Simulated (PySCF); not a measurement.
## How well do the runs reproduce experiment for CClF3?

**Experimental background.**

NIST CCCBDB Release 22 (SRD 101), experimental dipoles lists, for the gas: dipole moment (microwave Stark effect) 0.5 D.

From NIST CCCBDB Release 22 (SRD 101), experimental polarizabilities, for the gas: mean polarisability 4.65 Å³.

From Thomas, Saethre, Boerve, Bozek, Huttula, Kukk, J. Phys. Chem. A 2004, 108, 4983 (carbon 1s photoelectron spectroscopy of halomethanes), for the gas: C 1s binding energy of C2 300.25 eV.

How close the calculation comes is told at the end.

Species: CClF₃.
Numbering: `[F:1][C:2]([F:3])([F:4])[Cl:5]`

Geometry (PBE0-D3(BJ)/def2-TZVP, Å), atoms numbered from 1 in this order:
```
atom  x, y, z in Å
F1     1.1686    0.6208    0.2594
C2     0.0543   -0.0516    0.0291
F3     0.3504   -1.1375   -0.6640
F4    -0.4676   -0.4165    1.1879
Cl5   -1.0828    0.9452   -0.8624
```

Runs made with PySCF (gas phase, on this PBE0-D3(BJ)/def2-TZVP geometry; non-relativistic but for the core-level run):

| level | job | basis functions |
| --- | --- | --- |
| PBE0-D3(BJ)/def2-TZVP, grid level 2 | geometry optimisation from a GFN2-xTB start shaken at random | 161 |
| B97-2/pcSseg-2 | shieldings | 187 |
| KT3/pcSseg-2 | shieldings | 187 |
| PBE0/pcSseg-2 | shieldings, charges and field gradients | 187 |
| wB97X-D/pcSseg-2 | shieldings | 187 |
| CAM-B3LYP/aug-cc-pVTZ | 10 singlets by full TDDFT, 4 Tamm–Dancoff triplets, polarisability | 234 |
| PBE0/aug-cc-pVTZ | 10 singlets by full TDDFT, 4 Tamm–Dancoff triplets, polarisability, dynamic polarisability | 234 |
| wB97X-D/aug-cc-pVTZ | 10 singlets by full TDDFT, 4 Tamm–Dancoff triplets, polarisability, ΔSCF ions | 234 |
| delta-SCF UKS SCAN, pcX-3 on the ionised atom, pcseg-2 elsewhere, spin-free X2C | ΔSCF core ionisation, 4 holes | 219 |

Results beside the measurements:

**Dipole moment.** Measured: 0.5 D (NIST CCCBDB Release 22 (SRD 101), experimental dipoles).

| level | computed (D) | computed − measured (D) | % (from the printed values) |
| --- | --- | --- | --- |
| PBE0-D3(BJ)/def2-TZVP | 0.35 | -0.15 | -30 |
| B97-2/pcSseg-2 | 0.32 | -0.18 | -36 |
| KT3/pcSseg-2 | 0.27 | -0.23 | -46 |
| PBE0/pcSseg-2 | 0.34 | -0.16 | -32 |
| wB97X-D/pcSseg-2 | 0.33 | -0.17 | -34 |
| CAM-B3LYP/aug-cc-pVTZ | 0.43 | -0.07 | -14 |
| PBE0/aug-cc-pVTZ | 0.34 | -0.16 | -32 |
| wB97X-D/aug-cc-pVTZ | 0.34 | -0.16 | -32 |

Closest is CAM-B3LYP/aug-cc-pVTZ (-0.07 D), furthest KT3/pcSseg-2 (-0.23 D); one molecule doesn't rank methods. All 8 levels lie below the measurement. The computed dipoles belong to one fixed geometry; measured ones are averaged over vibrations unless marked μe. Magnitudes are compared, not signs.

**Mean polarisability.** Measured: 4.65 Å³ (NIST CCCBDB Release 22 (SRD 101), experimental polarizabilities).

```json
{"level": "CAM-B3LYP/aug-cc-pVTZ", "computed (Å³)": "4.64", "computed − measured (Å³)": "-0.01", "% (from the printed values)": "0"}
{"level": "PBE0/aug-cc-pVTZ", "computed (Å³)": "4.64", "computed − measured (Å³)": "-0.01", "% (from the printed values)": "0"}
{"level": "wB97X-D/aug-cc-pVTZ", "computed (Å³)": "4.65", "computed − measured (Å³)": "0.00", "% (from the printed values)": "0"}
```

The computed values are static and purely electronic, with core orbitals frozen in the response (1 au = 0.148185 Å³). The table of measured values doesn't say here whether a value is static or optical, or holds a vibrational part.

**Core binding energies.** PySCF 2.14.0, delta-SCF UKS SCAN, pcX-3 on the ionised atom, pcseg-2 elsewhere, spin-free X2C.

| level and atom | computed (eV) | measured (eV) | computed − measured (eV) |
| --- | --- | --- | --- |
| C 1s, C2 | 300.19 | 300.25 | -0.06 |

Sources, in the order of the opening: Thomas, Saethre, Boerve, Bozek, Huttula, Kukk, J. Phys. Chem. A 2004, 108, 4983 (carbon 1s photoelectron spectroscopy of halomethanes). The computed values are vertical, without vibrational structure; measured positions hang on the energy calibration. 

The geometry is computed, not the measured one. Where a level misses, the cause wasn't examined.
